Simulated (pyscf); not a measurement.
Single points on ωB97X-D3(BJ)/def2-SVP structures (PySCF, gas phase). MP2 and CC: frozen core, UHF for open shells. ΔMP2 is the change of the MP2 total energy from the triple- to the quadruple-zeta basis.

**Question.** What are the homolytic bond dissociation enthalpies (298 K) of `[F][SiH2][SiH3]` at CCSD(T)/def2-TZVPP + ΔMP2(QZVPP), weakest first?

**Answer.** Si–Si to F–SiH₂• + SiH₃•: 3.32 eV; H–Si to F–SiH₂–SiH₂• + H•: 3.84 eV; H–Si to F–SiH•–SiH₃ + H•: 3.94 eV; F–Si to F• + •H₂Si–SiH₃: 6.29 eV. Ring and multiple bonds, and those that leave no two simple radicals, are not listed. Other isomers of •H₂Si–SiH₃, F–SiH•–SiH₃, F–SiH₂–SiH₂• were not searched in full and may lie lower. The CCSD(T) − MP2 part came from Ansatz, without density fitting, on the same reference. Left out: the spin-orbit lowering of F.
